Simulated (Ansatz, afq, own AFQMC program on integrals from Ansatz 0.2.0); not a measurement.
# Where AFQMC and coupled cluster stand for B2H2, triplet

```xyz
4

B     0.0000    0.0000    0.6756
B     0.0000    0.0000   -0.9095
H     0.0000    1.0479    1.2540
H     0.0000   -1.0479    1.2540
```

Connectivity, by distances: BH2–B.

Basis cc-pVTZ. Only valence electrons are correlated. Ansatz 0.2.0 and our own AFQMC program on the same integrals; the CISD trial comes from CCSD amplitudes, and released means the phaseless constraint is let go. Free AFQMC starts from the CCSD state and is never constrained. Its projection time is finite, and what remains of the start isn't in its error. Uncertainties: one standard error, sampling alone.

Determinant: UHF, the one that the program's search chose, which needn't be the lowest solution. The geometry is a PBE0/def2-TZVP stationary point of this or a neighbouring charge and spin state.

No full CI on the walks' own integrals is used here; CCSDT(Q) serves as the reference and is uncertain by about the last step of the cluster series.

Cautions: lower spins were not checked; the ph-AFQMC/HF walk drifts between its halves (2.4 errors).

```
T1 diagnostic                               : 0.0311
weight of the determinant in the CISD state : 0.894
⟨S²⟩ of the determinant                     : 2.006
size of the correlated space                : 8 electrons in 86 orbitals
```

```tsv
level	correlation energy (eV)
MP2	-4.0556
CCSD	-4.8667
CCSD(T)	-5.0495
```

**Question.** Estimate where free-projection AFQMC lies against CCSD(T) on the same integrals.

**Answer.** 4.1 ± 0.8 kJ/mol below CCSD(T).

Reference: CCSDT(Q), correlation energy -5.094 eV. The released energy is read at 2.40 1/Eh (meV from the phaseless value at times in 1/Eh: 0 ± 5 at 0.24, 0 ± 3 at 0.51, -9 ± 3 at 0.99, -13 ± 5 at 1.62, -13 ± 5 at 2.40).

```json
{"level": "CCSD(T)", "E − E(reference) (kJ/mol)": "4.3", "share of correlation (%)": "99.12"}
{"level": "CCSDT", "E − E(reference) (kJ/mol)": "0.8", "share of correlation (%)": "99.84"}
{"level": "ph-AFQMC/HF", "E − E(reference) (kJ/mol)": "5.2 ± 2.0", "share of correlation (%)": "98.94"}
{"level": "ph-AFQMC/CISD", "E − E(reference) (kJ/mol)": "1.2 ± 0.4", "share of correlation (%)": "99.75"}
{"level": "released AFQMC", "E − E(reference) (kJ/mol)": "-0.1 ± 0.5", "share of correlation (%)": "100.01"}
{"level": "free AFQMC", "E − E(reference) (kJ/mol)": "0.3 ± 0.8", "share of correlation (%)": "99.94"}
```

Free projections are given only where their last times agree within the noise and don't stop above the reference; a slow remainder of the start can still hide under it. A walk keeps the symmetry of its determinant, which the program's search chose and which needn't be the lowest solution, so a lower state of the same spin and another symmetry isn't excluded. Released energies are given only where the last usable release times agree within the noise; a slower fall can still hide under it.
